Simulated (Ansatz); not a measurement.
Cost and result for the atomization energy of H2MgOS (`[OH][Mg][SH]`) (5 atoms, 4 bonds).

Cartesian coordinates in Å:
```
O -0.486 -0.112 1.747
Mg 0.091 -0.224 0.092
S 0.794 -0.421 -2.073
H -0.571 0.045 2.677
H 0.173 0.713 -2.443
```

Total charge 0; spin multiplicity 1. Correlated methods include outer-core shells of Mg, which these sets cover unevenly. Geometry: relaxed with PBE0-D4/def2-TZVP. It is one conformer, not always the lowest. Program: Ansatz. All runs use 2 threads of a server CPU on a shared host. Times are those of one run each, without the atoms' runs, and a repeat can differ threefold. Electronic energies, without spin–orbit coupling; frozen cores. CCSD(T)/CBS adds CCSD(T) − MP2 in def2-TZVPP to the MP2 limit, and its time is that of the two runs behind it. T1 = 0.010. With those shells the extrapolation isn't a true limit. HSE06 is the plane-wave form, built on full-range PBE exchange.

CCSD(T)/CBS is a level of theory with its own doubt, some kJ/mol a heavy atom from the limit and from the frozen cores, so smaller differences don't rank the functionals.

```csv
level,functions,wall time,atomization (kcal/mol),difference from CCSD(T)/CBS,per bond
CCSD(T)/def2-SVP,60,0.7 s,322.6,-35.8,-8.9
BLYP-D4/def2-TZVPP,133,1 s,349.2,-9.2,-2.3
PBE-D4/def2-TZVPP (with forces),133,1.1 s,355.6,-2.8,-0.7
BHLYP-D4/def2-TZVPP,133,1.2 s,334.2,-24.2,-6.1
HSE06-D4/def2-TZVPP,133,1.2 s,346.8,-11.6,-2.9
B2PLYP/def2-TZVPP,133,1.8 s,346.5,-11.9,-3.0
PBE-QIDH/def2-TZVPP,133,1.9 s,346.3,-12.1,-3.0
r2SCANh-D4/def2-TZVPP,133,2.2 s,352.7,-5.7,-1.4
ωB97X-V/def2-TZVPP,133,3.1 s,354.3,-4.1,-1.0
MP2/def2-QZVPP,250,3.8 s,363.2,4.8,1.2
B97M-V/def2-TZVPP,133,4.2 s,352.9,-5.5,-1.4
CCSD(T)/def2-TZVPP,133,11 s,340.4,-18.0,-4.5
CCSD(T)/CBS(def2),–,14 s,358.4,0.0,0.0
```

The D4 term adds +2.4 kcal/mol with B3LYP and +1.2 kcal/mol with PBE0; it sums over pairs of atoms, weighted by their polarisabilities, and B3LYP, whose exchange is more repulsive, gets the larger term. In def2-TZVPP, CCSD(T) changes the Hartree–Fock value by +100.3 kcal/mol (the triples alone add +6.2 kcal/mol) and MP2 by +112.2 kcal/mol; breaking electron pairs costs correlation energy, which Hartree–Fock lacks. From BLYP to BHLYP (50 % exact exchange), in def2-TZVPP and without D4, the atomization energy moves by −14.0 kcal/mol: exact exchange takes away binding that semilocal exchange gives to molecules.

B3LYP here is the variant with VWN-RPA as its local correlation; programs differ in this.
